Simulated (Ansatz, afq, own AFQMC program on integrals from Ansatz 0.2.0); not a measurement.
AFQMC on a folder of integrals that Ansatz 0.2.0 wrote.

```yaml
crystal:
  periodic: [false, false, false]
  atoms:
    - {symbol: B, position_ang: [-0.011793, 0.022707, 0.022490]}
    - {symbol: H, position_ang: [0.402892, 0.835202, 0.833143]}
    - {symbol: H, position_ang: [-0.436120, -0.784987, 0.832951]}
    - {symbol: H, position_ang: [-0.424605, 0.831353, -0.792953]}
    - {symbol: H, position_ang: [0.584317, -1.125119, -1.114363]}
basis:
  gaussian: {orbitals: 6-31G}
magnetization: {spin_polarized: true, initial_magnetization: 1}
correlation: {method: ccsd_t, electrons: outside_noble_gas, hamiltonian_folder: ham}
```

```sh
$ ansatz run in.yaml --threads 1 --pin off --events-out ev --progress --plain --max-ram 16896MiB --backend cuda --devices 0, --max-vram 18GiB
```

Options of the walk:

```
--method phaseless --trial hf --walkers 4000 --populations 20 --least-time 40 --time-step 0.005 --steps-per-block 20 --equilibration-blocks 160 --max-blocks 4000 --target-error 0.0016 --factor-cut 1e-05 --start spin_pure --seed 3079 --taylor-order 6
```

Times are imaginary, in 1/Eh. The walk had a cap of 49 s. With eight or more populations the least sampling time is a fifth of least-time, and the error comes from their spread.

```
orbitals 16  electrons 4 3  factors 110 of 254
reference energy -26.82700648 Eh
CCSD correlation -0.08760012 Eh in 14 cycles, weight of the determinant in the CISD state 0.9106
energy of the start -26.827430 Eh
 block  time / (1/Eh)  mean weight  energy / Eh
     1     0.100  1.0003  -26.841009
     2     0.200  1.0003  -26.852573
     3     0.300  1.0004  -26.861193
     4     0.400  1.0004  -26.869435
     5     0.500  1.0004  -26.875940
     7     0.700  1.0004  -26.885759
     9     0.900  1.0002  -26.891642
    13     1.300  1.0000  -26.900566
    25     2.500  1.0001  -26.908480
    37     3.700  1.0000  -26.910336
    49     4.900  1.0000  -26.913050
    61     6.100  0.9999  -26.913785
    73     7.300  0.9999  -26.914883
    85     8.500  0.9998  -26.916310
    97     9.700  1.0000  -26.916548
   109    10.900  0.9999  -26.917331
   121    12.100  1.0001  -26.916468
   133    13.300  0.9999  -26.918521
   145    14.500  1.0000  -26.916163
   157    15.700  1.0001  -26.916772
   169    16.900  0.9998  -26.918880
   181    18.100  1.0000  -26.915000
   193    19.300  1.0002  -26.917463
   205    20.500  0.9998  -26.917393
   217    21.700  0.9999  -26.917803
   223    22.300  0.9998  -26.919816
   229    22.900  1.0000  -26.918038
   235    23.500  1.0001  -26.917856
error from the spread of 20 populations
energy -26.917408 +/- 0.000409 Eh
(rows thinned)
```

Q: Estimate how long the walk took on 1 × NVIDIA H100 80GB HBM3 with 2 threads of AMD EPYC 7R13 Processor (Zen 3), with other jobs on the host (the card was shared).

A: 20 s of wall time.

The run passed its tests (sampling time, drift between the halves within three errors, error under three times the target), which doesn't prove that it has relaxed.

Against this walk (error 11.1 meV) on the same determinant: CCSD(T) 28.5 meV higher, CCSDT(Q) 2.2 meV higher (within the noise), CCSDTQ 1.7 meV higher (within the noise), full CI 1.7 meV higher (within the noise), a separate phaseless walk with a CISD trial and standard settings 8.5 ± 11.2 meV higher (within the noise). The error is statistical and leaves out the bias of the constraint.

Cautions: constraint bias not in the error.

CCSDT and higher add their correlation energy to the determinant of the CCSD(T) run, since their own runs factorise the integrals more tightly (a shift of under 2 meV). A walk keeps the symmetry of its determinant, which the program's search chose and which needn't be the lowest solution, so a lower state of the same spin and another symmetry isn't excluded.
